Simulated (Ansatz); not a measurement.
# C₄H₆O₂: a ladder of functionals and wavefunction methods

The task here is to estimate one member of a computed series from the others.

Method: functionals in def2-TZVPP, the program's frozen cores in correlated methods; program: Ansatz 0.2.0, Gaussian basis.

The runs, in order: LDA (SPW92), PBE-D4, revPBE-D4, BLYP-D4, r2SCAN-D4, B97M-V, PBE0-D4, B3LYP-D4, r2SCANh-D4, r2SCAN0-D4, HSE06-D4, BHLYP-D4, CAM-B3LYP-D4, LC-ωPBE, ωB97X-V, ωB97M-V, B2PLYP, PBE-QIDH; CCSD(T)/def2-SVP; CCSD(T)/def2-TZVPP; MP2/def2-QZVPP; extrapolation to the limit; RPA on PBE.

**The geometry**

The geometry comes from an earlier relaxation with PBE0-D4 in a triple-zeta def2 set; it is a stationary point, not always the lowest conformer.

SMILES `O=CCC1CO1`, 12 atoms, charge 0, spin multiplicity 1.

Atoms are counted from 1 here; the program's logs count them from 0.

Bond lengths: O1–C2 1.200 Å, C2–C3 1.499 Å, C2–H7 1.112 Å, C3–C4 1.497 Å, C3–H8 1.097 Å, C3–H9 1.099 Å, C4–C5 1.456 Å, C4–O6 1.418 Å, C4–H10 1.088 Å, C5–O6 1.420 Å, C5–H11 1.088 Å, C5–H12 1.086 Å. Angles: O1–C2–C3 124.7°, O1–C2–H7 120.6°, C3–C2–H7 114.7°, C2–C3–C4 113.9°, C2–C3–H8 108.3°, C2–C3–H9 107.5°, C4–C3–H8 110.7°, C4–C3–H9 110.9°, H8–C3–H9 105.2°, C3–C4–C5 121.6°, C3–C4–O6 115.8°, C3–C4–H10 115.5°, C5–C4–O6 59.2°, C5–C4–H10 117.6°, O6–C4–H10 114.5°, C4–C5–O6 59.1°, C4–C5–H11 119.3°, C4–C5–H12 119.6° and more.

The first run:

File in.yaml:

```yaml
crystal:
  periodic: [false, false, false]
  atoms:
    - {symbol: O, position_ang: [-0.638464, -1.729524, -1.358228]}
    - {symbol: C, position_ang: [-1.328635, -1.094971, -0.608930]}
    - {symbol: C, position_ang: [-0.907530, 0.173580, 0.070052]}
    - {symbol: C, position_ang: [0.488107, 0.603745, -0.258145]}
    - {symbol: C, position_ang: [1.613097, 0.268675, 0.603589]}
    - {symbol: O, position_ang: [1.055264, 1.574226, 0.606737]}
    - {symbol: H, position_ang: [-2.362182, -1.428905, -0.371483]}
    - {symbol: H, position_ang: [-1.027292, 0.041197, 1.152322]}
    - {symbol: H, position_ang: [-1.632002, 0.951968, -0.205985]}
    - {symbol: H, position_ang: [0.692450, 0.766224, -1.313970]}
    - {symbol: H, position_ang: [1.437675, -0.313372, 1.505610]}
    - {symbol: H, position_ang: [2.609511, 0.187149, 0.178421]}
basis:
  gaussian: {orbitals: def2-TZVPP}
hamiltonian: {xc: lda}
output: {orbitals: {seedname: orbitals}}
```

Among the steps run: LDA; PBE-D4 (GGA); revPBE-D4 (GGA); BLYP-D4 (GGA); r2SCAN-D4 (meta-GGA); B97M-V (meta-GGA); PBE0-D4 (hybrid); B3LYP-D4 (hybrid); r2SCANh-D4 (hybrid); r2SCAN0-D4 (hybrid); HSE06-D4 (hybrid); BHLYP-D4 (hybrid); CAM-B3LYP-D4 (range-separated); LC-ωPBE-D4 (range-separated; the results give it without D4); ωB97X-V (range-separated); ωB97M-V (range-separated); B2PLYP (double hybrid); PBE-QIDH (double hybrid).

One of the session's tables, all rows but one given; the rest of the session is left out.

It belongs to the step «Frontier levels by functional». 

| functional | HOMO (eV) | gap (eV) |
| --- | --- | --- |
| LDA (SPW92) | -6.09 | 3.76 |
| PBE-D4 | ? | ? |
| revPBE-D4 | -5.89 | 3.93 |
| BLYP-D4 | -5.89 | 3.93 |
| r2SCAN-D4 | -6.27 | 4.45 |
| B97M-V | -6.44 | 4.75 |
| PBE0-D4 | -7.57 | 6.72 |
| B3LYP-D4 | -7.35 | 6.19 |
| r2SCANh-D4 | -6.88 | 5.51 |
| r2SCAN0-D4 | -7.80 | 7.09 |
| HSE06-D4 | -7.16 | 5.92 |
| BHLYP-D4 | -9.18 | 9.60 |
| CAM-B3LYP-D4 | -9.06 | 9.42 |
| LC-ωPBE | -10.34 | 12.01 |
| ωB97X-V | -10.04 | 11.61 |
| ωB97M-V | -9.98 | 11.46 |

**Question.** Estimate the row for PBE-D4.

The run gave: HOMO (eV): -5.95; gap (eV): 3.89. In the column «HOMO (eV)» it lies between LDA (SPW92) (-6.09) and revPBE-D4 (-5.89).
